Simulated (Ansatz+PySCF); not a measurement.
**singlet H2S in separate pieces: levels of theory in one basis**

```xyz
3

S     0.0000    0.0000   -0.3120
H     0.0000    2.9146    2.4964
H     0.0000   -2.9146    2.4964
```

Basis set: 6-31G* (spherical functions). Left uncorrelated: 5 orbitals. Charge 0, multiplicity 1.

Computed with Ansatz (development build ahead of 0.2.0); each method stands on the lowest determinant of its kind that the runs found. NEVPT2 correlates all electrons. Active spaces start from the frontier orbitals, and the lowest solution found is given.

```json
{"method": "RHF", "E − E(RHF) (eV)": "0.00", "<S²> of the determinant": "0.00"}
{"method": "UHF", "E − E(RHF) (eV)": "-9.06", "<S²> of the determinant": "2.00"}
{"method": "RHF-MP2", "E − E(RHF) (eV)": "-10.67", "<S²> of the determinant": "–"}
{"method": "UHF-MP2", "E − E(RHF) (eV)": "-11.13", "<S²> of the determinant": "2.00"}
{"method": "UHF-CCSD(T)", "E − E(RHF) (eV)": "-11.65", "<S²> of the determinant": "2.00"}
{"method": "RHF-CCSDT(Q)", "E − E(RHF) (eV)": "-10.32", "<S²> of the determinant": "–"}
{"method": "UHF-CCSDT(Q)", "E − E(RHF) (eV)": "-11.66", "<S²> of the determinant": "2.00"}
{"method": "full CI (lowest root of this spin)", "E − E(RHF) (eV)": "-11.66", "<S²> of the determinant": "–"}
{"method": "CASSCF(8,6)", "E − E(RHF) (eV)": "-8.96", "<S²> of the determinant": "–"}
{"method": "SC-NEVPT2(8,6)", "E − E(RHF) (eV)": "-11.18", "<S²> of the determinant": "–"}
```

Task: What does RHF-CCSD give on the same scale?

Result: -11.74 eV.

At such a shape the full CI root can have another spatial symmetry than the determinants, so the rows needn't describe one state.

Task: Is a single determinant a sound starting point here?

Result: It is doubtful. Unrestricted orbitals lower Hartree–Fock by 9.06 eV and <S²> is 2.00 where a pure state has 0.00, a sign of strong static correlation. The CASSCF(8,6) natural occupations are 2.00, 2.00, 1.05, 1.05, 0.95, 0.95.

Caution for RHF, RHF-MP2, RHF-CCSD, RHF-CCSDT(Q): an unrestricted determinant lies well below. Caution for UHF, UHF-MP2, UHF-CCSD(T), UHF-CCSDT(Q): the unrestricted determinant is a mixture of spin states. Caution for RHF-MP2, RHF-CCSD, RHF-CCSDT(Q): large amplitudes, a single reference is doubtful. Caution for UHF-MP2, UHF-CCSD(T), UHF-CCSDT(Q): bonds are stretched, where a single reference can fail; a plain start can end on a higher determinant. Caution for RHF-CCSDT(Q): the amplitudes may be one of several solutions.
